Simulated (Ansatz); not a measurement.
Born–Oppenheimer molecular dynamics of HOSi₂ (4 atoms, charge 1, multiplicity 1). It starts from a relaxed structure.

These are results of RKS PBE-D4/def2-SVP in Ansatz, not measurements.

```
ensemble                      : NVE (velocity Verlet)
time step                     : 0.5 fs
steps asked                   : 300
starting velocities drawn for : 400 K
seed                          : 896719
```

First frame:

```xyz
4
Properties=species:S:1:pos:R:3
O -0.570 0.422 -0.758
Si 0.090 0.153 0.727
Si 1.695 -1.727 0.926
H -1.215 1.152 -0.895
```

**Question.** What does the run give?

**Answer.** All steps were run.

| Property | Result |
| --- | --- |
| steps done | 300 |
| time covered | 150 fs |
| mean temperature over the second half | 189 K |
| spread of the potential energy over the second half | 5.6 meV per atom |
| mean potential energy of the second half above the start | 13.7 meV per atom |

The conserved energy stayed within 0.014 meV per atom of its start (net change 0.0042 meV per atom), so the integration is sound. The temperature averaged 0.47 of the 400 K drawn at the start: a run that starts near a minimum puts about half its kinetic energy into the potential. A run of 0.15 ps of so small a system gives no equilibrium averages. Limits of this set-up: the dipole of an ion depends on the origin.

**Question.** What happens to the structure?

**Answer.** The same pairs are bonded in the first frame and the last. Pairs count as bonded within 1.25 times the sum of covalent radii (0.12 Å more for H–H). The details hang on the random start.

**Question.** How do temperature and energy run in time?

**Answer.** 
| time (fs) | T (K) | potential energy less start (eV) | conserved less start (meV/atom) |
| --- | --- | --- | --- |
| 0.0 | 400 | 0.000 | 0.00 |
| 12.5 | 200 | 0.052 | 0.01 |
| 25.0 | 101 | 0.077 | 0.01 |
| 37.5 | 189 | 0.055 | 0.01 |
| 50.0 | 149 | 0.065 | 0.01 |
| 62.5 | 204 | 0.051 | 0.01 |
| 75.0 | 365 | 0.009 | 0.00 |
| 87.5 | 148 | 0.065 | 0.01 |
| 100.0 | 45 | 0.092 | 0.01 |
| 112.5 | 127 | 0.071 | 0.01 |
| 125.0 | 288 | 0.029 | 0.01 |
| 137.5 | 249 | 0.039 | 0.01 |
| 150.0 | 163 | 0.061 | 0.00 |

The run took 5.9 min on 1 thread of Arm Neoverse V1, with other jobs on the host, peak memory 0.22 GiB.
